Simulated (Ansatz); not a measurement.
AlH₃SO, closed shell: a nudged elastic band.

The input file, in.yaml:

```yaml
crystal:
  periodic: [false, false, false]
  atoms:
    - {symbol: Al, position_ang: [-0.403112, 0.356419, -0.149651]}
    - {symbol: O, position_ang: [0.701886, 0.309137, 1.132705]}
    - {symbol: S, position_ang: [-0.300938, -1.287496, -1.569554]}
    - {symbol: H, position_ang: [0.710802, -1.866908, -0.898094]}
    - {symbol: H, position_ang: [-1.457994, 1.512994, -0.330895]}
    - {symbol: H, position_ang: [0.749258, 0.975955, 1.815488]}
basis:
  gaussian: {orbitals: def2-SVP}
hamiltonian: {xc: pbe0, dispersion: d4}
neb:
  images: 5
  climbing: true
  max_iterations: 3
  initial_path: idpp
  final_atoms:
    - {symbol: Al, position_ang: [-0.715524, 0.273741, -0.637837]}
    - {symbol: O, position_ang: [0.787106, 0.136025, 0.613872]}
    - {symbol: S, position_ang: [-0.453018, -1.479501, -1.639371]}
    - {symbol: H, position_ang: [1.023541, -0.778622, 0.340618]}
    - {symbol: H, position_ang: [-1.420191, 1.627276, -0.251830]}
    - {symbol: H, position_ang: [0.777985, 0.221180, 1.574549]}
```

Launched with

```bash
ansatz run in.yaml --threads 2 --pin off --events-out ev --progress --plain --max-ram 4352MiB
```

What Ansatz 0.2.0 printed:

```
Functional definition: PBE0
  name "PBE0"
  cite "Adamo & Barone, J. Chem. Phys. 110, 6158 (1999) doi:10.1063/1.478522"
  cite "Perdew, Burke & Ernzerhof, Phys. Rev. Lett. 77, 3865 (1996) doi:10.1103/PhysRevLett.77.3865"
  parent pbe
  parameter a = 0.25
  parameter kappa = 0.804
  parameter beta = 0.06672455060314922
  exchange = (1 - a)*pbe_x(kappa = kappa, mu = beta*pi^2/3) + a*exact_x
  correlation = pbe_c(beta = beta)
645 factors; integrals over basis functions are off by at most 3.3e-4 eV
mean field evaluation 1: about -19509.6654 eV, gradient 5.1e1 eV
mean field evaluation 2: about -19496.2516 eV, gradient 9.6e1 eV
mean field evaluation 4: about -19514.3877 eV, gradient 3.4e0 eV
mean field evaluation 8: about -19514.4204 eV, gradient 2.6e-2 eV
mean field -19514.42044794 eV, -717.1417241124 hartree, gradient 3.5e-5 eV, S^2 0.000000; 0 other end points of the search recorded, 0 dependent functions left out
the calculation of the forces begins
reference -19514.42047318 eV, -717.1417250401 hartree; 20, 20 occupied and 45, 45 virtual orbitals, 645 factors
647 factors; integrals over basis functions are off by at most 1.1e-3 eV
mean field evaluation 16: about -19504.4549 eV, gradient 5.9e1 eV
mean field -19513.19271788 eV, -717.0966058650 hartree, gradient 4.3e-5 eV, S^2 0.000000; 0 other end points of the search recorded, 0 dependent functions left out
the calculation of the forces begins
reference -19513.19274222 eV, -717.0966067596 hartree; 20, 20 occupied and 45, 45 virtual orbitals, 647 factors
WARN: NEB end point (image 0): max|allowed force component| = 2.192e-1 eV/Å (the criterion of neb.relax_end_points is 1.000e-2). That is over neb.f_tol: it is no minimum, so the barrier can be far off. Relax it first
WARN: NEB end point (image 6): max|allowed force component| = 1.698e-1 eV/Å (the criterion of neb.relax_end_points is 1.000e-2). That is over neb.f_tol: it is no minimum, so the barrier can be far off. Relax it first
645 factors; integrals over basis functions are off by at most 4.0e-4 eV
mean field evaluation 32: about -19513.9325 eV, gradient 4.4e0 eV
mean field -19513.99491723 eV, -717.1260861475 hartree, gradient 3.8e-5 eV, S^2 0.000000; 0 other end points of the search recorded, 0 dependent functions left out
the calculation of the forces begins
reference -19513.99494181 eV, -717.1260870508 hartree; 20, 20 occupied and 45, 45 virtual orbitals, 645 factors
645 factors; integrals over basis functions are off by at most 5.0e-4 eV
mean field -19513.11451951 eV, -717.0937321279 hartree, gradient 4.3e-5 eV, S^2 0.000000; 0 other end points of the search recorded, 0 dependent functions left out
the calculation of the forces begins
reference -19513.11454408 eV, -717.0937330307 hartree; 20, 20 occupied and 45, 45 virtual orbitals, 645 factors
645 factors; integrals over basis functions are off by at most 6.9e-4 eV
mean field evaluation 64: about -19512.2482 eV, gradient 3.5e-2 eV
mean field -19512.24821410 eV, -717.0618959912 hartree, gradient 2.2e-5 eV, S^2 0.000000; 0 other end points of the search recorded, 0 dependent functions left out
the calculation of the forces begins
reference -19512.24823860 eV, -717.0618968918 hartree; 20, 20 occupied and 45, 45 virtual orbitals, 645 factors
645 factors; integrals over basis functions are off by at most 8.3e-4 eV
mean field -19511.79605071 eV, -717.0452792932 hartree, gradient 3.8e-5 eV, S^2 0.000000; 0 other end points of the search recorded, 0 dependent functions left out
the calculation of the forces begins
reference -19511.79607456 eV, -717.0452801697 hartree; 20, 20 occupied and 45, 45 virtual orbitals, 645 factors
648 factors; integrals over basis functions are off by at most 1.0e-3 eV
mean field evaluation 96: about -19512.2407 eV, gradient 8.1e-4 eV
mean field -19512.24068345 eV, -717.0616192450 hartree, gradient 4.4e-5 eV, S^2 0.000000; 0 other end points of the search recorded, 0 dependent functions left out
the calculation of the forces begins
reference -19512.24070726 eV, -717.0616201199 hartree; 20, 20 occupied and 45, 45 virtual orbitals, 648 factors
NEB iter   1: max|band force component| = 2.612e0 eV/Å  barrier→ = 2.6150 eV  barrier← = 1.3877 eV  Δτ_max = 0.2000 Å  (165 SCF iters)
NEB iter   2: max|band force component| = 2.659e0 eV/Å  barrier→ = 1.8526 eV  barrier← = 0.6252 eV  Δτ_max = 0.2000 Å  (135 SCF iters)
NEB iter   3: max|band force component| = 3.293e0 eV/Å  barrier→ = 1.3638 eV  barrier← = 0.1365 eV  Δτ_max = 0.1013 Å  (136 SCF iters)
Error: NEB band did not converge after 3 iterations: max|band force component| = 3.29e0 eV/Å (threshold 5.0e-2); raise `neb.max_iterations` in a new run, which can start from the last band evaluated (`neb.initial_path`, with `crystal.atoms` and `neb.final_atoms` set to its first and last images), add images, or start from endpoints closer to local minima. Where this run's directory can be resumed (`checkpoint.write`), a resume goes on for up to `neb.max_iterations` more; to start a new run from the last band, take its images' positions from the `neb_iteration` event of iteration 3 (`data.images[].positions_ang`), in the event stream of the run that computed that iteration (not this run's, if it was resumed behind it). With `checkpoint.write`, `steps/00-neb/state/checkpoint.json` in the run directory holds the last saved band, under `neb.evaluated.images[].positions_ang` (a band under a hybrid functional on support functions is neither saved nor resumed: `neb.initial_path` says where its path is): check the last entry of `neb.iterations` there, which is earlier than 3 if that iteration was not saved or its write failed. If the band's step has no `state` directory and holds `state.next`, a write was cut short, and the file is under `state.next` instead (behind a loss of power it can be under `state.prev`)
a run's events are kept only if it was started with --events-out <file>, and are in that file

[the SCF lines of later steps are left out]
```

Hardware: 2 CPU threads of an Arm Neoverse V2, shared host. Wall time about 12 s.


The run did not converge within its limit. Three iterations were allowed, too few to relax the band.